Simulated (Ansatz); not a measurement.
# CH4OSi (SMILES O=C[SiH3]): single points off equilibrium

An exercise on one series of results from a longer session: the logs are not shown, and one member is left open.

Computed with Ansatz 0.2.0, Gaussian basis. Level: single points in def2-TZVPP.

Cores are frozen in the correlated methods. B3LYP uses VWN-RPA correlation.

## The starting structure

SMILES `O=C[SiH3]`, 7 atoms, charge 0, spin multiplicity 1.

Atoms are counted from 1 here; the program's logs count them from 0.

Bond lengths: O1–C2 1.205 Å, C2–Si3 1.933 Å, C2–H4 1.106 Å, Si3–H5 1.435 Å, Si3–H6 1.455 Å, Si3–H7 1.460 Å. Angles: O1–C2–Si3 122.3°, O1–C2–H4 119.1°, Si3–C2–H4 118.6°, C2–Si3–H5 106.4°, C2–Si3–H6 107.3°, C2–Si3–H7 106.8°, H5–Si3–H6 110.5°, H5–Si3–H7 112.5°, H6–Si3–H7 113.0°.

Coordinates:

```
atom     x (Å)     y (Å)     z (Å)
  O1  -1.80550  -0.89400  -0.27160
  C2  -0.63020  -0.92340  -0.00600
 Si3   0.46760   0.66710  -0.00430
  H4  -0.17170  -1.88360   0.29670
  H5   0.43620   1.18320  -1.34280
  H6  -0.14210   1.61140   0.92000
  H7   1.80750   0.25360   0.40310
```

The first run:

run/in.yaml reads:

```yaml
crystal:
  periodic: [false, false, false]
  atoms:
    - {symbol: O, position_ang: [-1.805500, -0.894000, -0.271600]}
    - {symbol: C, position_ang: [-0.630200, -0.923400, -0.006000]}
    - {symbol: Si, position_ang: [0.467600, 0.667100, -0.004300]}
    - {symbol: H, position_ang: [-0.171700, -1.883600, 0.296700]}
    - {symbol: H, position_ang: [0.436200, 1.183200, -1.342800]}
    - {symbol: H, position_ang: [-0.142100, 1.611400, 0.920000]}
    - {symbol: H, position_ang: [1.807500, 0.253600, 0.403100]}
basis:
  gaussian: {orbitals: def2-TZVPP}
correlation: {method: ccsd_t}
output: {forces: true}
```

The command line of these runs was not kept.

Steps of the session up to this table: CCSD(T)/def2-TZVPP; PBE0-D4/def2-TZVPP; wB97M-V/def2-TZVPP; r2SCAN-D4/def2-TZVPP; PBE-D4/def2-TZVPP; BLYP-D4/def2-TZVPP; B3LYP-D4/def2-TZVPP.

One of the session's tables, all rows but one given; the rest of the session is left out.

```
   method  RMS force component (eV/Å)  angle to CCSD(T) forces (°)  dipole (D)
  CCSD(T)                       0.468                    reference        2.27
  PBE0-D4                       0.355                         53.5        2.30
  wB97M-V                           ?                            ?           ?
r2SCAN-D4                       0.357                         34.8        2.21
   PBE-D4                       0.486                         21.1        2.07
  BLYP-D4                       0.485                         14.2        2.14
 B3LYP-D4                       0.317                         36.6        2.33
```

**Question.** Estimate the row for wB97M-V.

As computed: RMS force component (eV/Å): 0.297; angle to CCSD(T) forces (°): 39.2; dipole (D): 2.38. In the column «RMS force component (eV/Å)» it is the lowest.
